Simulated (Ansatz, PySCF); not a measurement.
Energy from the minimum to the longest scanned distance (2.9 to 4 times the starting length) of diatomic hydrides, at UKS-B3LYP/6-31G* and at FCI.

Values in kJ/mol, from Ansatz (an electronic-structure program) and PySCF. Where two bases are given, the first is that of UKS-B3LYP/6-31G*. Full CI is exact in its basis, with frozen cores. Scans on which UKS-B3LYP/6-31G* failed, held another spin at the minimum or broke off are missing, so the means are lower bounds.

```
system                             basis  UKS-B3LYP/6-31G*  FCI  UKS-B3LYP/6-31G* − FCI
------------------  --------------------  ----------------  ---  ----------------------
HGa singlet         6-31G* / aug-cc-pVDZ               282  274                       8
HP triplet              6-31G* / cc-pVDZ               312  270                      43
HSi cation singlet      6-31G* / cc-pVTZ               318  322                      -4
CH cation singlet   6-31G* / aug-cc-pVDZ               345  384                     -38
HSi cation singlet      6-31G* / cc-pVQZ               318  328                     -10
HMg doublet            6-31G* / def2-SVP               138  119                      20
CH cation singlet       6-31G* / cc-pVDZ               346  383                     -37
HCl singlet             6-31G* / cc-pVDZ               418  411                       7
HF cation doublet   6-31G* / aug-cc-pVDZ               303  337                     -34
HLi singlet             6-31G* / cc-pVTZ               238  236                       2
```

Question: What do these rows say about the size and sign of the difference from FCI?

Answer: The mean difference from FCI is -4 kJ/mol (median -1) and the mean absolute one 20 kJ/mol (median 15); UKS-B3LYP/6-31G* lies above in 5 and below in 5 of 10 cases. It is closest for HLi singlet (2), HSi cation singlet (-4), HCl singlet (7) and furthest off for HP triplet (43), CH cation singlet (-38), CH cation singlet (-37).
